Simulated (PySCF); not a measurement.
# A diatomic session: HF+

An exercise on one series of results from a longer session: the logs are not shown, and one member is left open.

Program: PySCF 2.14.0. Level of theory: H def2-TZVPPD, F def2-TZVPPD, no relativity. These are calculated values, not measurements.

Set-up of the first run:

Settings of the job:

| Quantity | Value |
| --- | --- |
| atoms | H, F |
| charge | 1 |
| basis | H def2-TZVPPD, F def2-TZVPPD |
| Hamiltonian | no relativity |
| basis functions | 57 |
| electrons treated | 9 |
| masses in u | 1.0078, 18.9984 |
| levels | PBE0, PBE, r²SCAN, M06, revPBE, PW91, LDA, B2PLYP, LC-ωPBE, HF, MP2, SCS-MP2, CCSD, CCSD(T) |
| grid | 80 radial by 434 angular points |
| occupations | held fixed by the projection of orbital angular momentum |
| dissociation limit | H+ + F, each in its ground configuration |
| starting distance in angstrom | 1.035 |
| values of 2S to try | 1, 3 |

The run is started by

```
$ OMP_NUM_THREADS=1 python dia.py task.json out
```

Among the steps run: The job; First curve: PBE0; PBE (GGA); r²SCAN (meta-GGA); M06 (hybrid meta-GGA); revPBE (GGA); PW91 (GGA); LDA (local density); B2PLYP; LC-ωPBE (range-separated hybrid); UHF; Correlated methods on the Hartree–Fock reference.

One table of the session follows, with a row left open; its other results are not shown here.

It belongs to the step «The curves together». Energy (eV) from each level's lowest point:

| R (Å) | UHF | UHF-MP2 | UHF-SCS-MP2 | UHF-CCSD | UHF-CCSD(T) |
| --- | --- | --- | --- | --- | --- |
| 0.867 | 0.338 | 0.436 | 0.433 | n/a | n/a |
| 0.907 | 0.127 | 0.191 | 0.189 | 0.189 | 0.197 |
| 0.948 | ? | ? | ? | ? | ? |
| 0.978 | 0.000 | 0.009 | 0.009 | 0.008 | 0.011 |
| 1.008 | 0.013 | 0.000 | 0.000 | 0.000 | 0.000 |
| 1.038 | 0.054 | 0.021 | 0.021 | 0.022 | 0.019 |
| 1.079 | 0.143 | 0.085 | 0.086 | 0.087 | 0.081 |
| 1.129 | 0.293 | 0.208 | 0.210 | 0.211 | 0.201 |
| 1.189 | 0.509 | 0.396 | 0.400 | 0.402 | 0.387 |
| 1.270 | 0.825 | 0.685 | 0.691 | n/a | n/a |

**Question.** Estimate the row for R (Å) = 0.948.

Worked estimate for «UHF». A straight line through the neighbours (0.907, 0.127) and (0.978, 0.000) gives 0.127 + (0.000 − 0.127) × (0.948 − 0.907) / (0.978 − 0.907) = 0.054; a parabola fitted to 4 rows on both sides gives 0.018.

As computed: UHF: 0.024; UHF-MP2: 0.056; UHF-SCS-MP2: 0.055; UHF-CCSD: 0.054; UHF-CCSD(T): 0.059. In «UHF» the line misses by +0.030 and the parabola by -0.006.
